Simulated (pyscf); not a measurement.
Single points on ωB97X-D3(BJ)/def2-SVP structures (PySCF, gas phase).

**Question.** For the elementary gas-phase step `[AsH2]` [doublet] + `[OH2]` → `[OH][AsH]` [doublet] + `[H][H]` (doublet surface; As–H, H–O broken, As–O, H–H formed), what barrier and reaction energy does ωB97M-D3(BJ)/def2-TZVP give, measured from the separated reactants?

**Answer.** ΔE‡ = 2.27 eV, ΔE = +0.33 eV. Zero-point energy shifts the barrier by -0.04 eV. It is a four-centre exchange, with an imaginary mode of 1746i cm⁻¹. One saddle was located; it need not be the lowest between these sides. Elements up to Kr have no core potential and no relativistic terms here.
